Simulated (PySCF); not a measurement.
Dissociation curve of SMILES P. The P1–H4 bond (P1 also carries H, H; H4 carries nothing else) is stretched with both fragments frozen at the PBE0/def2-TZVP optimised geometry.

Levels of theory: RCCSD(T) = CCSD(T) on RHF/6-31G, 5 core orbitals frozen in PySCF; RCCSD = CCSD on RHF/6-31G, 5 core orbitals frozen run with PySCF; RKS-BHandHLYP = restricted BHandHLYP/6-31G (PySCF); UCCSD(T) = CCSD(T) on UHF/6-31G, 5 core orbitals frozen in PySCF.

Energies relative to the lowest point of each curve near equilibrium, in mEh:

| R / Å | RCCSD(T) | RCCSD | RKS-BHandHLYP |
|---|---|---|---|
| 1.13 | 64.7 | 64.6 | 59.2 |
| 1.22 | 28.9 | 28.9 | 25.0 |
| 1.27 | 16.6 | 16.5 | 13.5 |
| 1.33 | 7.0 | 7.0 | 4.9 |
| 1.42 | 0.6 | 0.6 | 0.0 |
| 1.55 | 2.1 | 2.1 | 3.8 |
| 1.66 | 8.9 | 9.1 | 13.0 |
| 1.77 | 18.4 | 18.6 | 25.0 |
| 2.12 | 51.8 | 52.5 | 69.1 |
| 2.36 | 71.3 | 72.6 | 98.5 |
| 4.22 | 103.2 | 111.6 | 217.9 |
| 4.93 | 102.8 | 111.8 | 231.9 |

Predict the corresponding UCCSD(T) column.

1.13: 64.7; 1.22: 28.9; 1.27: 16.6; 1.33: 7.0; 1.42: 0.6; 1.55: 2.1; 1.66: 8.9; 1.77: 18.4; 2.12: 52.1; 2.36: 72.1; 4.22: 108.0; 4.93: 108.1 (mEh).

The T1 diagnostic of CCSD on the restricted reference of RCCSD(T), RCCSD exceeds 0.045 at 3.13 to 4.93 Å. The restricted form behind RKS-BHandHLYP keeps the bonding electrons paired and can't separate into open-shell fragments. The unrestricted determinant behind UCCSD(T) is spin-contaminated at 2.12 to 4.93 Å (<S²> up to 1.0, against 0.00 for a pure singlet).
